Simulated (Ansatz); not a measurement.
# PH3 (phosphine): levels of theory compared

Aim: a comparison of 6 runs (HF/6-31G, UHF/6-31G, r2SCAN0/6-31G, wB97M-V/3-21G, wB97M-V/6-31G, CCSD(T)/3-21G) of PH3 (phosphine). 

The calculation is run with Ansatz 0.2.0.

60 further runs of the same task are left out: 2 that didn't finish, 58 set aside as unsound or not needed.

## Step 1: Starting point

PH3 has 4 atoms, charge 0, and is taken as a singlet. As SMILES, `P`. The H4–P1 distance was set to 2.840 Å, away from the relaxed value. At this shape a bond of the SMILES string is far longer than usual.

Bond lengths: P1–H2 1.420 Å, P1–H3 1.420 Å. Angles: H2–P1–H3 93.1°.

## Step 2: The energy at HF/6-31G (run 1)

Contents of input.yaml:

```yaml
crystal:
  periodic: [false, false, false]
  atoms:
    - {symbol: P, position_ang: [0.663305, -1.676523, -0.028695]}
    - {symbol: H, position_ang: [0.948205, -1.384023, 1.331105]}
    - {symbol: H, position_ang: [-0.688195, -2.013023, 0.246905]}
    - {symbol: H, position_ang: [0.028700, 1.023500, -0.636900]}
basis:
  gaussian: {orbitals: 6-31G}
accuracy: high
hamiltonian: {xc: hf}
```

Run with:

```
$ ansatz run input.yaml --threads 1 --pin off --max-ram 2610MiB --events-out events.jsonl --progress --plain --runs-dir runs
```

Standard output:

```text
Warning: RAYON_NUM_THREADS=1 ignored (pool sized by the plan → 1); use --threads N
Functional definition: HF
  name "HF"
  exchange = exact_x
  correlation = 0
402 factors; integrals over basis functions are off by at most 3.7e-9 eV
mean field evaluation 1: about -9312.2425 eV, gradient 8.0e0 eV
mean field evaluation 2: about -9312.2414 eV, gradient 8.0e0 eV
mean field evaluation 4: about -9312.6773 eV, gradient 1.2e0 eV
mean field evaluation 8: about -9312.6896 eV, gradient 1.6e-2 eV
mean field -9312.68963251 eV, -342.2350316269 hartree, gradient 8.1e-9 eV, S^2 0.000000; 0 other end points of the search recorded, 0 dependent functions left out
reference -9312.68963251 eV, -342.2350316269 hartree; 9, 9 occupied and 10, 10 virtual orbitals, 402 factors
Total energy: -9312.68963251 eV, -342.2350316269 hartree
```

Run time: 0.14 s. Hardware: 1 thread of Arm Neoverse V1, shared host.

## Step 3: The energy at UHF/6-31G (run 2)

input.yaml, as its differences from that of step 2:

```diff
@@ -10,2 +10,3 @@
 accuracy: high
+magnetization: {spin_polarized: true, initial_magnetization: 0}
 hamiltonian: {xc: hf}
```

Run with:

```
$ ansatz run input.yaml --threads 1 --pin off --max-ram 2610MiB --events-out events.jsonl --progress --plain --runs-dir runs
```

Standard output:

```text
Warning: RAYON_NUM_THREADS=1 ignored (pool sized by the plan → 1); use --threads N
[... 4 set-up lines as earlier in the session ...]
402 factors; integrals over basis functions are off by at most 3.7e-9 eV
mean field evaluation 1: about -9312.2425 eV, gradient 5.7e0 eV
mean field evaluation 2: about -9312.2414 eV, gradient 5.7e0 eV
mean field evaluation 4: about -9312.6773 eV, gradient 8.2e-1 eV
mean field evaluation 8: about -9312.6896 eV, gradient 1.2e-2 eV
mean field evaluation 16: about -9313.1465 eV, gradient 2.9e0 eV
mean field evaluation 32: about -9314.7787 eV, gradient 3.7e-4 eV
mean field -9314.78050262 eV, -342.3118696861 hartree, gradient 3.3e-8 eV, S^2 0.935030; 2 other end points of the search recorded, 0 dependent functions left out
reference -9314.78050262 eV, -342.3118696861 hartree; 9, 9 occupied and 10, 10 virtual orbitals, 402 factors
Total energy: -9314.78050262 eV, -342.3118696861 hartree
```

Run time: 0.22 s. Hardware: 1 thread of Arm Neoverse V1, shared host.

Runs 3 to 5 aren't shown in full; the table further down has their settings and results.

## Step 4: A single-point energy at CCSD(T)/3-21G (run 6)

Contents of run.yaml:

```yaml
basis:
  gaussian: {orbitals: 3-21G.json}
crystal:
  periodic: [false, false, false]
  atoms:
    - symbol: P
      position_ang: [0.663305, -1.676523, -0.028695]
    - symbol: H
      position_ang: [0.948205, -1.384023, 1.331105]
    - symbol: H
      position_ang: [-0.688195, -2.013023, 0.246905]
    - symbol: H
      position_ang: [0.028700, 1.023500, -0.636900]
correlation: {method: ccsd_t, frozen_orbitals: {H: 0, P: 5}}
accuracy: high
scf: {omitted_lower_state_checks: [cluster_reference, increment]}
```

The basis set 3-21G is read from a file made from the Basis Set Exchange's data (not shown).

Run with:

```
$ ansatz run run.yaml --threads 1 --pin off --max-ram 2610MiB --events-out events.jsonl --progress --plain --runs-dir runs
```

Standard output:

```text
Warning: RAYON_NUM_THREADS=1 ignored (pool sized by the plan → 1); use --threads N
[... 11 lines left out ...]
5 core orbitals not correlated: weight in the atoms' cores, before any rotation towards them, 1.000 or more for the frozen orbitals, at most 0.000 for the correlated occupied ones
[... 28 lines left out ...]
WARN: these amplitudes may be one of several solutions (largest doubles amplitude 0.55, level shift 3.56 eV)
Total energy: -9270.81552799 eV, -340.6961866690 hartree
Checks for a lower state left out: cluster_reference, increment
```

It took 0.14 s on 1 thread of Arm Neoverse V1, shared host.

## Step 5: Overview of the runs

| run | level | frozen core orbitals | energy (Eh) | wall time |
| --- | --- | --- | --- | --- |
| 1 | HF/6-31G | – | -342.235032 | 0.14 s |
| 2 | UHF/6-31G | – | -342.311870 | 0.22 s |
| 3 | r2SCAN0/6-31G | – | -342.900548 | 1.8 s |
| 4 | wB97M-V/3-21G | – | -341.185658 | 8.7 s |
| 5 | wB97M-V/6-31G | – | -342.896134 | 8.7 s |
| 6 | CCSD(T)/3-21G | 5 | -340.696187 | 0.14 s |

## Step 6: Outcome

| quantity | value |
| --- | --- |
| run 6: total energy | -340.69619 Eh |
| run 6: correlation energy (5 core orbitals frozen) | -157.9 mEh |
| run 6: (T) correction | -4.04 mEh |
| run 6: T1 diagnostic | 0.033 |

In words: Totals of different functionals can't be ranked against each other. In run 6 the T1 diagnostic is large, so a single reference may not serve. In run 6 the log says that unrestricted orbitals would lower the reference, so the values rest on an unstable closed-shell determinant (other closed-shell runs at this shape may share the fault). In runs 1, 3, 4, 5, 6 a closed-shell determinant meets a far-stretched bond, which it describes badly. Spin contamination of the reference: run 2 ⟨S²⟩ = 0.94. Where it is this large, the reference is a mixture of spin states, and values that rest on it are in doubt. All runs together took 20 s, the longest 8.7 s.
